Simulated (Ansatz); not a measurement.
Basis-set extrapolation for C₂H₆FNOS, SMILES `NC(F)OCS` (PBE0-D4/def2-TZVP geometry, frozen core, Ansatz 0.2.0). Multiplicity 1, RHF reference.

```tsv
	def2-TZVPP	def2-QZVPP
HF	-705.647247	-705.672625
MP2 correlation	-1.211301	-1.307864
CCSD(T) correlation	-1.300720	not run
```

Energies in hartree. Use E(X) = E(∞) + A·exp(−7.88·√X) for Hartree–Fock and E(X) = E(∞) + B·X^(−2.97) for correlation, with X = 3 and 4, and add CCSD(T) minus MP2 of the smaller set to the MP2 limit.

What is the CCSD(T) energy at the basis-set limit?

HF limit: -705.672625 + (-0.025378) × 0.13774 = -705.67612. MP2 limit: -1.307864 + (-0.096563) × 0.74074 = -1.37939. Higher-order term: -1.300720 − (-1.211301) = -0.08942. Total: -707.14493 hartree, 517.1 kJ/mol below CCSD(T)/def2-TZVPP.
